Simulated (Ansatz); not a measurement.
GaGeH$_{2}$ (H-bridged), doublet: the ladder up to UCCSDT(Q)

Geometry: displaced at random from a stationary point.

```xyz
4

Ge    0.0803   -0.0070    1.1571
Ga   -0.0846   -0.0178   -1.1707
H    -0.0080    1.4052    0.2671
H     0.0751    0.3288   -2.6814
```

Basis cc-pVDZ; Ansatz 0.2.0. Only valence electrons are correlated (noble-gas cores and the filled d shells of p-block atoms frozen), which leaves 9 electrons in 36 orbitals. Prefix R: restricted or restricted open-shell reference; prefix U: unrestricted. Active spaces: valence = (9e, 10o) chosen from the atoms' valence shells. No spin–orbit coupling is included, and no scalar relativity.

Full CI isn't at hand for all of this; UCCSDT(Q) serves as the reference, and is uncertain by about the last step of the cluster series. The frozen core follows each run's orbitals, which can shift R against U totals by a few meV for light atoms and by up to 0.1 eV past Ca.

The UHF ⟨S²⟩ is 0.762. The T1 diagnostic (RCCSD) is 0.0217 and the largest doubles amplitude (RCCSD) is 0.069. The T1 diagnostic (UCCSD) is 0.0220.

| level | E − E(RHF) (eV) |
| --- | --- |
| UHF | -0.0692 |
| UMP2 | -3.7239 |
| UCCSD | -4.5810 |
| UCCSD(T) | -4.7531 |

Q: Estimate how far UCCSDT(Q) in cc-pVDZ lies from UCCSD(T). The table doesn't fix it; the size of (T) and the diagnostics are the guide.

A: UCCSDT(Q) in cc-pVDZ lies 4.5 kJ/mol below UCCSD(T), which is 27 % of the (T) step (-16.6 kJ/mol). The diagnostics give no warning, yet the rest is a sizeable part of (T). The miss exceeds 1 kcal/mol.

The other levels:

| level | E − E(UCCSDT(Q)) (kJ/mol) | share of correlation (%) | wall time |
| --- | --- | --- | --- |
| UCCSDT | 1.1 | 99.77 | – |

The correlation energy at UCCSDT(Q), counted from RHF, is -4.800 eV. That run took 20 s on 1 thread of Intel Xeon Platinum 8488C, shared host.

Run but not shown, since their state or frozen core can't be matched to the reference's or they repeat it: RHF, RMP2, RCCSD, RCCSD(T), BCCD(T), RCCSDT, RCCSDT(Q), CASSCF (valence space), NEVPT2 (valence space), MRCISD (valence space), MRCISD+Q (valence space).

Times hold each run's SCF and search for its determinant on a shared host, so for small cases they say little of a method's own cost; they ran on 1 thread of Intel Xeon Platinum 8488C.

Natural occupations of CASSCF (valence space) about the gap: 1.984 1.973 1.948 1.931 0.991 0.058 0.036 0.033 0.031 0.015; effectively unpaired electrons, Σ n²(2−n)², 1.06.
